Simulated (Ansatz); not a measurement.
A nudged elastic band was laid between two geometries of CH6Si + H2O (11 atoms, charge 0, multiplicity 1).

All numbers below come from RHF/6-31G* (Ansatz 0.2.0).

```
movable images  : 5
climbing image  : yes
spring          : 5.0 eV/Å²
optimiser       : quadratic models (default)
start path      : through a guess of the saddle point
force threshold : 0.05 eV/Å
iteration limit : 60
end points      : relaxed
```

Image 0:

```xyz
11
Properties=species:S:1:pos:R:3
Si 0.375 -0.256 0.195
C 0.533 -0.040 2.060
H 0.843 -0.966 2.536
H 1.268 0.720 2.305
H -0.419 0.258 2.485
H 1.670 -0.651 -0.401
H -0.054 1.001 -0.457
H -0.611 -1.306 -0.142
O -2.985 0.602 1.173
H -2.964 1.220 0.453
H -3.220 -0.230 0.785
```

Image 6:

```xyz
11
Properties=species:S:1:pos:R:3
Si -0.629 0.077 -1.470
C -0.035 -0.092 3.616
H -0.855 0.079 4.305
H 0.209 -1.148 3.603
H 0.831 0.473 3.941
H 0.694 0.708 -1.562
H -1.428 0.413 -2.667
H -0.481 -1.393 -1.425
O -1.338 0.651 -0.096
H -2.210 0.356 0.127
H -0.323 0.228 2.621
```

Task: What changes between the two ends?

Result: Bonds broken: Si1–C2, O9–H11. Bonds formed: Si1–O9, C2–H11. CH6Si + H2O becomes CH4 + H4OSi.

Task: What energy profile does the band end with?

Result: It converged. The highest image is number 3 of 0 to 6, 298.2 kJ/mol above the first end and 401.9 kJ/mol above the last; the last end lies 103.7 kJ/mol below the first. Neighbouring images differ by up to 4.1 eV, so the band resolves the path poorly. A vibrational analysis at the climbing image gives 2 clearly imaginary modes (1937i, 170i cm⁻¹): a point of higher order. A lower path may pass nearby, or the ends, which weren't checked, may share the extra mode. The orbitals stay closed-shell, which can raise the energy where a bond breaks towards radicals; this wasn't checked here.

```
image  path coordinate (Å)  energy (kJ/mol)  Si1–C2 (Å)  O9–H11 (Å)  Si1–O9 (Å)
    0                 0.00              0.0        1.88        0.95        3.60
    1                 2.86              0.2        1.88        0.95        3.62
    2                 5.72              9.1        1.90        0.95        3.33
    3                 8.59            298.2        2.29        1.18        1.89
    4                10.98            -97.1        3.81        2.61        1.65
    5                13.37           -103.1        4.53        2.95        1.65
    6                15.76           -103.7        5.12        2.93        1.65
```

Task: What is the geometry of the highest image?

Result: 
```xyz
11
Properties=species:S:1:pos:R:3
Si -0.299 0.247 -0.041
C -0.058 0.061 2.229
H 0.316 1.058 2.432
H -0.646 -0.230 3.104
H 0.778 -0.628 2.178
H 1.111 0.676 0.116
H -0.812 1.316 -0.919
H -0.191 -1.077 -0.684
O -2.035 -0.065 0.646
H -2.452 -0.879 0.380
H -1.277 -0.126 1.552
```

Time of the run: 96 s on 1 thread of Intel(R) Xeon(R) 6975P-C (Granite Rapids), with other jobs on the host, peak memory 0.13 GiB.
